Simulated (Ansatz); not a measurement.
# Al2F (quartet): wave-function methods side by side at a displaced geometry (v1), cc-pVDZ

An exercise on one series of results from a longer session: the logs are not shown, and one member is left open.

Program: Ansatz 0.2.0, Gaussian basis. Level of theory: cc-pVDZ, core rule «outside noble gas», up to 11 orbitals frozen. These are calculated values, not measurements.

Plan: UHF; CCSD(T) on ROHF; CCSD(T) on UHF; BCCD(T) on ROHF; CISD; CCSDT(Q) on ROHF; CCSDT(Q) on UHF.

32 further runs of the same task are left out: 11 for a known fault of the program, 9 that didn't finish, 12 set aside as unsound or not needed.

## What is computed

The geometry is a PBE0/def2-TZVP stationary point (not a proven minimum) with its atoms shifted at random (size 0.040 Å).

3 atoms, charge 0, spin multiplicity 4.

Atoms are counted from 1 here; the program's logs count them from 0.

Bond lengths: Al1–Al2 2.349 Å, Al2–F3 1.691 Å. Angles: Al1–Al2–F3 177.1°.

The first run:

File in.yaml:

```yaml
crystal:
  periodic: [false, false, false]
  atoms:
    - {symbol: Al, position_ang: [-0.015433, -0.009008, 2.129440]}
    - {symbol: Al, position_ang: [-0.016266, -0.025151, -0.219913]}
    - {symbol: F, position_ang: [0.031698, 0.034159, -1.909527]}
basis:
  gaussian: {orbitals: cc-pVDZ}
magnetization: {spin_polarized: true, initial_magnetization: 3}
hamiltonian: {xc: hf}
output: {orbitals: {seedname: orbitals}}
```

On the command line:

```console
ansatz run in.yaml --threads 1 --pin off --events-out ev --progress --plain --max-ram 2393MiB
```

Steps of the session up to this table: UHF; CCSD(T) on ROHF; CCSD(T) on UHF; BCCD(T) on ROHF; CISD; CCSDT(Q) on ROHF; CCSDT(Q) on UHF.

One table of the session follows, with a row left open; its other results are not shown here.

```
   method  from UCCSDT(Q) (kcal/mol)
     ROHF                    +184.89
      UHF                    +183.59
     RMP2                     +17.12
     UMP2                     +17.30
     CISD                     +21.11
    RCCSD                      +6.14
    UCCSD                          ?
 RCCSD(T)                      +1.39
 UCCSD(T)                      +1.39
  BCCD(T)                      +1.30
   RCCSDT                      +0.53
   UCCSDT                      +0.53
RCCSDT(Q)                      +0.08
UCCSDT(Q)                          0
```

Estimate the missing values for UCCSD.

As computed: from UCCSDT(Q) (kcal/mol): +6.12. In the column «from UCCSDT(Q) (kcal/mol)» it lies between UCCSD(T) (+1.39) and RCCSD (+6.14).

Limits of these values: Restricted and unrestricted rows rest on different reference determinants; where their highest levels disagree by more than a few hundredths of an eV, they describe different states and don't form one ladder.
